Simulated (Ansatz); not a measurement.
```yaml
crystal:
  periodic: [false, false, false]
  atoms:
    - {symbol: Ru, position_ang: [0.000000, 0.000000, 0.000000]}
    - {symbol: Cl, position_ang: [0.000000, 0.000000, 2.470000]}
basis:
  gaussian: {orbitals: def2-TZVP}
magnetization: {spin_polarized: true, initial_magnetization: 1}
hamiltonian: {xc: pbe0}
relax: {f_tol: 0.004, max_steps: 80}
```

```sh
$ ansatz run in.yaml --threads 1 --pin off --events-out ev --progress --plain --max-ram 2176MiB
```

Steps of the relaxation (energy above the last step; positions in Å, forces in eV/Å):

```
2
step 1, 283.5 meV
Ru    0.000    0.000    0.000    0.000    0.000    1.962
Cl    0.000    0.000    2.470    0.000    0.000   -1.962
```

```
2
step 2, 14.1 meV
Ru    0.000    0.000    0.144    0.000    0.000   -0.656
Cl    0.000    0.000    2.326    0.000    0.000    0.656
```

```
2
step 3, 0.1 meV
Ru    0.000    0.000    0.119    0.000    0.000    0.062
Cl    0.000    0.000    2.351    0.000    0.000   -0.062
```

```
2
step 4, 0.0 meV
Ru    0.000    0.000    0.121    0.000    0.000    0.002
Cl    0.000    0.000    2.349    0.000    0.000   -0.002
```

Close pairs at the end: Ru1–Cl2 2.228 Å.

A stationary point of unrestricted PBE0 after 4 steps, with ⟨S²⟩ = 1.753 against 0.75 for a pure state. 64 s on 1 thread of AMD EPYC 9R45, shared host.
